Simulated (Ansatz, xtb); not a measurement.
## Two conformers of FNS2

Structure a is `N#SSF`, a singlet and structure b is `N#SSF`, a singlet. Both are isolated molecules in the gas phase, relaxed with r2SCAN-D4/def2-TZVP.

a (Å):

```yaml
atoms:
  - { symbol: F, position_ang: [1.2598, 2.1086, -0.5130] }
  - { symbol: N, position_ang: [-0.4982, -1.5823, 0.4457] }
  - { symbol: S, position_ang: [-0.1813, -0.3183, -0.2267] }
  - { symbol: S, position_ang: [1.4260, 0.9716, 0.6363] }
```

b (Å):

```xyz
4

F     0.2220   -1.5182   -1.0246
N     0.1398    1.4179   -1.2005
S     1.1976    1.0535   -0.2493
S     1.4026   -1.1594    0.0102
```

Energies in hartree; the thermal terms are from r2SCAN-D4/def2-TZVP harmonic frequencies (ideal gas, rigid rotor, one conformer each, 298.15 K, 1 atm) and include the zero-point energy:

|  | a | b |
| --- | --- | --- |
| E, CCSD(T)/def2-TZVPP | −949.772148 | −949.772699 |
| zero-point energy | 0.006948 | 0.007190 |
| H(298 K) − E | 0.012942 | 0.013020 |
| G(298 K) − E | −0.022260 | −0.021684 |

Task: Work out ΔE, ΔE₀, ΔH and ΔG for a → b in kJ/mol (1 Eh = 2625.50 kJ/mol) and the equilibrium ratio [b]/[a].

Result: 1. ΔE = −949.772699 − (−949.772148) = −0.000551 Eh = −1.45 kJ/mol.
2. ΔE₀ = ΔE + ΔZPE = −0.000551 + (+0.000242) Eh = −0.81 kJ/mol.
3. ΔH = ΔE + (+0.000078) Eh = −1.24 kJ/mol.
4. ΔG = ΔE + (+0.000576) Eh = +0.07 kJ/mol, so ΔS = (ΔH − ΔG)/T = −4.4 J/(mol K).
5. kT = 0.9442 mEh, so K = [b]/[a] = exp(−ΔG/kT) = exp(−0.03) ≈ 0.97.

The two are too close for this level to say which is favoured. An error of 4 kJ/mol in ΔG would change K by a factor of 5. Large T1 diagnostics make the coupled-cluster value less sure. Mirror images and further conformers aren't counted.

Other levels gave ΔE = −2.7 (r2SCAN-D4/def2-TZVP); +2.8 (HF/def2-TZVPP); +1.1 (MP2/def2-TZVPP) kJ/mol. The correlated steps freeze 12 core orbitals. Programs: Ansatz 0.2.0.
